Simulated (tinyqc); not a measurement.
Orbital energy against energy difference: ionisation energy by orbital energies and by energy differences in the cc-pvdz basis, for LiH, spin multiplicity 1. Computed by the program tinyqc with PySCF. The cation is unrestricted; errors are against CCSD(T) in this basis, not against experiment.

Geometry (angstrom):
```
atom       x       y       z
Li    0.0000  0.0000  0.0000
H     0.0000  0.0000  1.4730
```

CCSD(T) difference in the same basis = 8.0211 eV

IP-EOM-CCSD = 8.0212 eV

First vertical ionisation energy (eV):
```
method     -e(HOMO)  E(cation) - E  error of -e(HOMO)  error of the difference
HF           8.3567       7.177043             0.3356                  -0.8441
LDA          4.4554       8.380767            -3.5657                   0.3596
PBE          4.4371       8.216071            -3.5841                   0.1949
B3LYP        5.4064       8.456057            -2.6148                   0.4349
PBE0         5.5415       8.175689            -2.4797                   0.1546
CAM-B3LYP    6.9698       8.443030            -1.0513                   0.4219
LC-wPBE      8.2868       8.257514             0.2657                   0.2364
```

What does the comparison show, and why?

Koopmans errs by +0.34 eV and Delta-HF by -0.84 eV: relaxation, 1.18 eV, lowers the value and the missing correlation difference works against it. The PBE level is off by -3.6 eV through the wrong tail of its potential, though its energy difference is off by +0.19 eV; exact exchange deepens the level, and among the orbital energies LC-wPBE comes closest; among the differences PBE0 does.
